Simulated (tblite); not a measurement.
Cl2HSi (doublet state).
InChI=1S/Cl2HSi/c1-3-2/h3H

Method: GFN2-xTB as coded in tblite; computed harmonic values from a numerical Hessian at the method's own geometry, unscaled. This tight-binding method is rough: wavenumbers can miss measured ones by several per cent, in bad cases by 10 to 20. Modes of hydrogen on silicon can be 10 to 20 % off. Open shells enter through the occupations alone, without spin polarisation, and single modes of such species can be off by tens of per cent.

Harmonic wavenumbers (cm⁻¹): 147.3, 468.2, 512.6, 518.8, 576.1, 2310.5.

A = 16222, B = 2620, C = 2280 MHz; mass 98.922 u (most abundant isotopes); point group Cs, symmetry number 1; spin multiplicity 2.

Question: What is the zero-point energy?

Answer: ½Σν̃ = 2267 cm⁻¹ = 6.48 kcal/mol.

Question: Entropy at 298.15 K, 1 bar (ideal gas, RRHO, classical rotation)?

Answer: Translation 39.71, rotation 25.61, vibration 5.18, spin (R ln 2) 1.38: S = 71.9 cal/(mol K).

Question: And Cp and H(298.15 K) − H(0)?

Answer: Cp = 14.69 cal/(mol K), of which vibrations give 6.74 (their classical limit is 6 R = 11.9); H(298.15 K) − H(0) = 3.31 kcal/mol without the zero-point energy, 0.94 from vibrations.

Question: Which modes carry the vibrational entropy at 298.15 K?

Answer: 147.3 cm⁻¹: 2.71; 468.2 cm⁻¹: 0.74; 512.6 cm⁻¹: 0.63; 518.8 cm⁻¹: 0.61; 576.1 cm⁻¹: 0.49; 2310.5 cm⁻¹: 0.00 cal/(mol K).

Question: Blend soft modes into free rotors: weight 1/[1 + (100 cm⁻¹/ν̃)⁴] for the oscillator and the rest for a rotor with moment μB/(μ + B), μ = h/(8π²ν), B = 10⁻⁴⁴ kg m². What vibrational entropy results?

Answer: 5.14 cal/(mol K) in place of 5.18, which changes −T·S at 298.15 K by +0.01 kcal/mol.

Question: What must be added to the electronic energy to get the Gibbs energy at 298.15 K and 1 bar?

Answer: ZPE + [H(298.15 K) − H(0)] − T·S = 6.48 + 3.31 − 21.43 = -11.64 kcal/mol.

Hindered rotation and anharmonicity are outside this model.

Hardware: one thread, Arm Neoverse N1 (shared host). The figure is for the frequency step alone.
